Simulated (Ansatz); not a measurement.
**MgNH2 radical (SMILES [NH2][Mg]): a rigid scan of the angle H4–N1–H3**

One table from this session's results is given with a row withheld; the runs are named, their logs left out.

Method: single points in def2-TZVPP; program: Ansatz 0.2.0, Gaussian basis.

Levels: PBE-D4, r2SCAN-D4, PBE0-D4, B3LYP-D4, wB97M-V, Hartree-Fock, MP2, CCSD, CCSD(T). The scan takes 83.4, 89.4, 95.4, 101.4, 107.4, 113.4, 119.4, 125.4, 131.4°.

Cores are frozen in the correlated methods. The outer core shell of Li, Na, Mg and K is correlated. Orbitals are unrestricted. B3LYP uses VWN-RPA correlation.

18 further runs of the same task are left out: 18 set aside as unsound or not needed.

### Where the work starts

SMILES `[NH2][Mg]`, 4 atoms, charge 0, spin multiplicity 2.

Atoms are counted from 1 here; the program's logs count them from 0.

Bond lengths: N1–Mg2 2.022 Å, N1–H3 1.051 Å, N1–H4 1.076 Å. Angles: Mg2–N1–H3 112.7°, Mg2–N1–H4 105.9°, H3–N1–H4 108.1°.

Geometry (Å):

```xyz
4

N    -0.32820    0.21930    0.05920
Mg    1.50920   -0.15700    0.81450
H    -0.95340   -0.62490    0.07310
H    -0.17200    0.50230   -0.96720
```

The first run:

Input file pre/in.yaml:

```yaml
crystal:
  periodic: [false, false, false]
  atoms:
    - {symbol: N, position_ang: [-0.328200, 0.219300, 0.059200]}
    - {symbol: Mg, position_ang: [1.509200, -0.157000, 0.814500]}
    - {symbol: H, position_ang: [-0.953400, -0.624900, 0.073100]}
    - {symbol: H, position_ang: [-0.172000, 0.502300, -0.967200]}
basis:
  gaussian: {orbitals: def2-SVP}
magnetization: {spin_polarized: true, initial_magnetization: 1}
hamiltonian: {xc: pbe, dispersion: d4}
relax: {f_tol: 0.03, max_steps: 250}
```

The command line of these runs was not kept.

Among the steps run: A first relaxation in a small basis; Relaxation at PBE0-D4; Reference energies at the minimum; H4–N1–H3 = 83.4°; H4–N1–H3 = 89.4°; H4–N1–H3 = 95.4°; H4–N1–H3 = 101.4°; H4–N1–H3 = 107.4°; H4–N1–H3 = 113.4°; H4–N1–H3 = 119.4°; H4–N1–H3 = 125.4°; H4–N1–H3 = 131.4°.

One table of the session follows, with a row left open; its other results are not shown here.

It belongs to the step «The curves». Energies less that of the minimum at the same level (eV):

```
      angle (°)  PBE-D4  PBE0-D4  B3LYP-D4  wB97M-V  Hartree-Fock
           83.4   0.406    0.411     0.420    0.408         0.439
           89.4       ?        ?         ?        ?             ?
           95.4   0.099    0.098     0.101    0.097         0.099
          101.4   0.025    0.023     0.024    0.023         0.020
          107.4   0.000    0.000     0.000    0.000         0.000
107.4 (minimum)   0.000    0.000     0.000    0.000         0.000
          113.4   0.023    0.027     0.026    0.027         0.037
          119.4   0.091    0.100     0.099    0.100         0.127
          125.4   0.202    0.218     0.217    0.217         0.269
          131.4   0.351    0.378     0.377    0.376         0.459
```

Q: Estimate the row for angle (°) = 89.4 from the others.

Worked estimate for «PBE-D4». A straight line through the neighbours (83.4, 0.406) and (95.4, 0.099) gives 0.406 + (0.099 − 0.406) × (89.4 − 83.4) / (95.4 − 83.4) = 0.253; a parabola fitted to 3 rows on both sides gives 0.226.

**Answer.** PBE-D4: 0.226; PBE0-D4: 0.227; B3LYP-D4: 0.232; wB97M-V: 0.225; Hartree-Fock: 0.239. In «PBE-D4» the line misses by +0.027 and the parabola by 0.000.

Limits of these values: A polynomial through the near points puts the CCSD(T) minimum 0.9° below the PBE0-D4 value.
